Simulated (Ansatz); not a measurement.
fcc Pd was calculated with PBE (plane waves, PAW; Ansatz, a program for electronic structure).

Settings: plane-wave cutoff 520 eV, 24×24×24 k mesh, Fermi–Dirac smearing 0.05 eV, scalar-relativistic PAW data made under PBE.

A third-order Birch–Murnaghan fit to the energies gives V0 = 15.325 Å³/atom, B0 = 168 GPa, B′ = 5.5.

```
V (Å³/atom)  P (GPa)
-----------  -------
14.406             ?
14.712          7.67
15.019          3.59
15.325          0.00
15.632             ?
15.938         -5.90
16.245             ?
```

Problem. Estimate the withheld pressures from this fit; the answers are the runs' own values.

Solution. 
- 14.406, P (GPa): 12.32
- 15.632, P (GPa): -3.14
- 16.245, P (GPa): -8.32

The formula P = (3/2) B0 (x^(7/3) − x^(5/3)) [1 + (3/4)(B′ − 4)(x^(2/3) − 1)] with x = V0/V meets the computed pressures within 0.03 GPa when these rounded values are put in.

Measured, for comparison: bulk modulus 195 GPa (zero-point energy and finite temperature contributions removed, our sources range from 187 to 198; as tabulated in doi:10.1021/acs.jctc.3c00612); equilibrium volume per atom 14.56 Å³/atom (static lattice: zero-point anharmonic expansion removed; as tabulated in Mejia-Rodriguez and Trickey (2018), arXiv:1807.09216). Computed (rounded) less measured: bulk modulus -14 % (-10 % to -15 % over the range), equilibrium volume per atom +5.3 %.

Static lattice: no zero-point or thermal effects.
